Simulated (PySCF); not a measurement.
Gas-phase reaction: 3 SiHCl2 + 3 CH3 ⇌ c-Si3H6 + 3 CH2Cl2

Energies from PySCF, thermal terms from the rigid-rotor harmonic-oscillator model, ideal gas at 1 bar. † marks an energy on the PBE0/def2-TZVP geometry and frequencies; other levels use their own. MP2 and CCSD(T) freeze the core. Open shells (unrestricted): SiHCl2 (multiplicity 2), CH3 (multiplicity 2); the rest are closed-shell singlets. SiHCl2, c-Si3H6: computed as isolated molecules; such fragments, hydroxides, amides, oligomers or adducts are transient or little studied in the gas. MP2 isn't extrapolated to the basis-set limit; its ΔH°(298 K) is 1.8 kJ in def2-SVP and -4.1 kJ in def2-TZVPP. CCSD(T) isn't extrapolated to the basis-set limit; its ΔH°(298 K) is -10.7 kJ in def2-SVP and -14.3 kJ in def2-TZVPP. The harmonic model lacks anharmonicity and excited electronic states, which grow with temperature; levels with a mode under 35 cm⁻¹ are left out.

| level | ΔE electronic, kJ | ΔH°(298 K), kJ | ΔS°(298 K), J/K | ΔG°(1000 K), kJ |
|---|---|---|---|---|
| CCSD(T)/def2-SVP† | -34 | -11 | -356 | 350 |
| MP2/def2-SVP† | -22 | 2 | -356 | 362 |
| PBE0/def2-TZVP | -31 | -7 | -356 | 353 |
| r2SCAN/def2-TZVP† | 46 | 70 | -356 | 430 |
| ωB97M-V/def2-TZVP† | -48 | -24 | -356 | 336 |
ΔH° is lowest at ωB97M-V/def2-TZVP† and highest at r2SCAN/def2-TZVP†. No reference value is set beside these.
